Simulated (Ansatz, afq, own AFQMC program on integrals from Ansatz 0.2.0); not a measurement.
**AlH$_{3}$, singlet: AFQMC among the cluster methods**

```json
{"atom": "Al", "x (Å)": "0.0000", "y (Å)": "0.0000", "z (Å)": "0.0000"}
{"atom": "H", "x (Å)": "3.2080", "y (Å)": "0.0304", "z (Å)": "-0.0002"}
{"atom": "H", "x (Å)": "-1.6304", "y (Å)": "2.7630", "z (Å)": "-0.0056"}
{"atom": "H", "x (Å)": "-1.5776", "y (Å)": "-2.7934", "z (Å)": "0.0058"}
```

Basis cc-pVDZ. Noble-gas cores (and the filled d shells of Ga–Kr and In–Xe) are frozen. Ansatz 0.2.0 and our own AFQMC program on the same integrals; the CISD trial comes from CCSD amplitudes, and released means the phaseless constraint is let go. Error bars are statistical, one sigma.

Determinant: RHF, the one that the program's search chose, which needn't be the lowest solution. The geometry is a point of a scan.

Full CI on the same integrals is exact in this basis and with this determinant's frozen core.

Cautions: restricted determinant unstable towards unrestricted (UHF 5.13 eV lower, ⟨S²⟩ 1.82); strong correlation (T1 0.068, weight of the determinant 0.56, largest double 0.43); (T) is large, 13 % of the CCSD correlation; (Q) is large, 117 meV, so the cluster series hasn't closed; CCSD(T) is in doubt: in a space of 6 electrons in 9 natural orbitals full CI lies 92 meV below it; the CCSDT(Q) amplitudes may be one of several solutions (largest double 0.50); the CCSDTQ amplitudes may be one of several solutions (largest double 0.51); the released energies have errors that jump between times, so the bars are unsure, so no released level is given (meV from the phaseless value at times in 1/Eh: -38 ± 8 at 0.24, -73 ± 8 at 0.51, -90 ± 35 at 0.99, -178 ± 7 at 1.62, -243 ± 9 at 2.40).

```
T1 diagnostic                               : 0.0683
weight of the determinant in the CISD state : 0.556
size of the correlated space                : 6 electrons in 28 orbitals
```

```json
{"level": "MP2", "correlation energy (eV)": "-4.3139"}
{"level": "CCSD", "correlation energy (eV)": "-6.1196"}
{"level": "CCSD(T)", "correlation energy (eV)": "-6.8974"}
```

Question: Estimate where phaseless AFQMC with a CISD trial lies against CCSD(T) on the same integrals.

Answer: 40.4 ± 0.7 kJ/mol above CCSD(T).

Reference: full CI, correlation energy -7.077 eV. The cautions show a poor starting determinant, so the rows tell how each method copes with it here, and full CI is the sure value.

```
        level  E − E(reference) (kJ/mol)  share of correlation (%)
      CCSD(T)                       17.3                     97.46
        CCSDT                        7.7                     98.88
     CCSDT(Q)                       -3.7                    100.54
       CCSDTQ                       -0.4                    100.05
ph-AFQMC/CISD                 57.8 ± 0.7                     91.54
```

CCSDT and higher add their correlation energy to the determinant of the CCSD(T) run, since their own runs factorise the integrals more tightly (a shift of under 2 meV). A walk keeps the symmetry of its determinant, which the program's search chose and which needn't be the lowest solution, so a lower state of the same spin and another symmetry isn't excluded.
